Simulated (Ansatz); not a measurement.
# The aluminium atom (doublet): from Hartree-Fock to the top rungs, def2-SVPD

One table from this session's results is given with a row withheld; the runs are named, their logs left out.

Computed with Ansatz 0.2.0, Gaussian basis. Level: def2-SVPD, core rule «outside noble gas», up to 5 orbitals frozen.

The runs, in order: UHF; CCSD(T) on ROHF; CCSD(T) on UHF; BCCD(T) on ROHF; CISD; CCSDT on ROHF; CCSDT on UHF; CASSCF and MRCISD+Q, 3 electrons in 4 orbitals; CASSCF and MRCISD+Q(relaxed), 3 electrons in 4 orbitals; CASSCF and NEVPT4(SD), 3 electrons in 4 orbitals; CASSCF and NEVPT2, 3 electrons in 4 orbitals.

**The atom**

A free atom, in its lowest state of this spin that the program finds.

1 atom, charge 0, spin multiplicity 2.

The first run:

in.yaml

```yaml
crystal:
  periodic: [false, false, false]
  atoms:
    - {symbol: Al, position_ang: [0.000000, 0.000000, 0.000000]}
basis:
  gaussian: {orbitals: def2-SVPD}
magnetization: {spin_polarized: true, initial_magnetization: 1}
hamiltonian: {xc: hf}
output: {orbitals: {seedname: orbitals}}
```

Started as:

```console
ansatz run in.yaml --threads 1 --pin off --events-out ev --progress --plain --max-ram 2393MiB
```

Among the steps run: UHF; CCSD(T) on ROHF; CCSD(T) on UHF; BCCD(T) on ROHF; CISD; CCSDT on ROHF; CCSDT on UHF; CASSCF and MRCISD+Q, 3 electrons in 4 orbitals; CASSCF and MRCISD+Q(relaxed), 3 electrons in 4 orbitals; CASSCF and NEVPT4(SD), 3 electrons in 4 orbitals; CASSCF and NEVPT2, 3 electrons in 4 orbitals.

One table of the session follows, with a row left open; its other results are not shown here.

| method | from RCCSD(T) (meV) |
| --- | --- |
| ROHF | +1388.4 |
| UHF | +1292.3 |
| RMP2 | +456.9 |
| UMP2 | +453.3 |
| CISD | +26.7 |
| RCCSD | +25.0 |
| UCCSD | +20.8 |
| RCCSD(T) | 0 |
| UCCSD(T) | -0.8 |
| BCCD(T) | -0.1 |
| RCCSDT | -11.2 |
| UCCSDT | -11.2 |
| CASSCF valence | ? |
| NEVPT2 valence | +218.6 |
| NEVPT4(SD) valence | +13.0 |
| MRCISD valence | -1.9 |
| MRCISD+Q valence | -31.4 |
| MRCISD+Q(relaxed) valence | -35.3 |

Q: Estimate the row for CASSCF valence from the others.

The run gave: from RCCSD(T) (meV): +752.4. In the column «from RCCSD(T) (meV)» it lies between RMP2 (+456.9) and UHF (+1292.3).

Limits of these values: Restricted and unrestricted rows rest on different reference determinants; where their highest levels disagree by more than a few hundredths of an eV, they describe different states and don't form one ladder.
